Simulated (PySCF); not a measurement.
Species: PH3.
Hydrogens: H2, H3, H4 on P1.

Method: PySCF 2.14.0, PBE0-D3(BJ)/def2-SVP geometry optimisation, gas phase; density fitting, grid level 1; the optimiser is geomeTRIC in internal coordinates, started from a GFN2-xTB structure.

Step 0: E = -9330.6490 eV
```
atom  x, y, z in Å  |  force x, y, z in eV/Å
P1     -0.0015    0.0035    0.5704   -0.011   0.003   1.425
H2     -0.5587    1.0086   -0.2056   -0.419   0.756  -0.482
H3      1.1583   -0.0163   -0.1896    0.870  -0.015  -0.470
H4     -0.5880   -0.9910   -0.1980   -0.440  -0.744  -0.474
```

Q: Estimate the geometry and energy of step 1. (The exact step hangs on the optimiser's Hessian estimate; all steps are aligned on step 0, rigid shifts and turns removed.)

A: E = -9330.7075 eV, largest force 0.338 eV/Å
```
atom  x, y, z in Å  |  force x, y, z in eV/Å
P1     -0.0016    0.0035    0.5862    0.002  -0.001  -0.337
H2     -0.5823    1.0509   -0.2113    0.079  -0.143   0.114
H3      1.2068   -0.0171   -0.1945   -0.165   0.003   0.111
H4     -0.6127   -1.0325   -0.2033    0.084   0.142   0.113
```

The energy changes by -0.0585 eV. The first-order estimate −F·Δx gives -0.1559 eV and the mean of the old and new forces, exact on a quadratic surface, -0.0624 eV. The step makes an angle of 35° with the force vector and moves no atom by more than 0.049 Å.

What follows is the cost of the whole optimisation. On Arm Neoverse V2, one thread (shared host), this took 0.98 s of wall time and 0.24 GiB of memory at its peak.
